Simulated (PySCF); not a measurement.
# C5H12O: the cost of one run

Programs: PySCF 2.14.0, with density-fitted response routines of our own. Each step states its level of theory. These are calculated values for one molecule in the gas phase, unless marked as measured. Atoms count from 0, in the outputs and in this text.

## 1. Starting geometry

18 atoms, charge 0, multiplicity 1; geometry from: MMFF94s. The atoms were then displaced at random by about 0.03 Å, so the start is not that level's minimum.

Bonds of the start (Å): C0–C1 1.53, C1–C2 1.52, C1–C3 1.48, C1–C4 1.55, C4–O5 1.46, C0–H6 1.10, C0–H7 1.18, C0–H8 0.97, C2–H9 1.16, C2–H10 1.11, C2–H11 1.03, C3–H12 1.26, C3–H13 1.10, C3–H14 1.07, C4–H15 1.04, C4–H16 1.11, O5–H17 0.95.

## 2. Relaxing the molecule at PBE0-D3(BJ)/def2-SVP

What the job is given:

```
{"job": {"xc": "PBE0", "basis": "def2-SVP", "d3": "d3bj", "grid": 1, "shake": 0.03, "kind": "geom"}, "charge": 0, "multiplicity": 1}
C     -0.556850    -0.845740    -1.338950
C     -0.170590    -0.101990    -0.060760
C     -0.219230    -1.125520     1.061730
C     -1.027440     1.055940     0.286480
C      1.259630     0.450570    -0.294700
O      1.730930     1.126400     0.906830
H     -1.599100    -1.186990    -1.243280
H     -0.588810    -0.043110    -2.201510
H      0.044420    -1.576670    -1.569010
H      0.125080    -0.672300     2.071310
H      0.510910    -1.947930     0.907440
H     -1.137960    -1.551410     1.241730
H     -2.234940     0.702910     0.380800
H     -0.901880     1.547920     1.258170
H     -1.152570     1.781440    -0.487030
H      1.966210    -0.291490    -0.494470
H      1.286790     1.236950    -1.083740
H      2.609100     1.457950     0.736700
```

Run with:

```
$ OMP_NUM_THREADS=1 python probes_run.py task.json out
```

One launch serves the whole session: the jobs run in the order shown.

Q: Estimate the wall time and peak memory of this first job on 1 thread of Intel Xeon Platinum 8375C at 2.90GHz, shared host.

About 94 s, with a peak of 0.58 GiB.
